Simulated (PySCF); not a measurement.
# CF3: umbrella–stretch map

These are results of PySCF, Ur2SCAN, basis C def2-TZVP, F def2-TZVP (no relativity, density fitting), not measurements.

Rigid scan from the doublet minimum (C–F 1.321 Å (×3); F–C–F 111.2° (×3)). Coordinate: rows: all bonds scaled; columns: angle to the threefold axis. Energies in kJ/mol from the minimum.

| scale \ angle | 60 | 66 | 72 | 78 | 84 | 90 |
| --- | --- | --- | --- | --- | --- | --- |
| 0.95 | 233.8 | 89.4 | 38.6 | 53.2 | ? | 146.0 |
| 0.98 | 166.3 | 44.8 | 5.8 | 25.0 | 79.9 | 116.5 |
| 1.00 | 141.0 | 32.6 | 0.1 | 21.8 | 76.9 | 113.2 |
| 1.03 | 126.4 | 34.9 | 10.6 | ? | 91.0 | ? |
| 1.07 | 141.0 | 67.7 | ? | 79.0 | ? | 174.4 |

Fill in the five missing cells, row by row.

107.9, 35.2, 127.6, 51.7, 135.9.

The bond scale of lowest energy on the grid is 1.03 at 60°, 1.00 at 66°, 1.00 at 72°, 1.00 at 78°, 1.00 at 84°, 1.00 at 90°.

The scan took 2.1 min on 4 threads of a shared AMD EPYC 7R43 64-Core (Zen 3) host; the process peaked at 1.2 GiB.
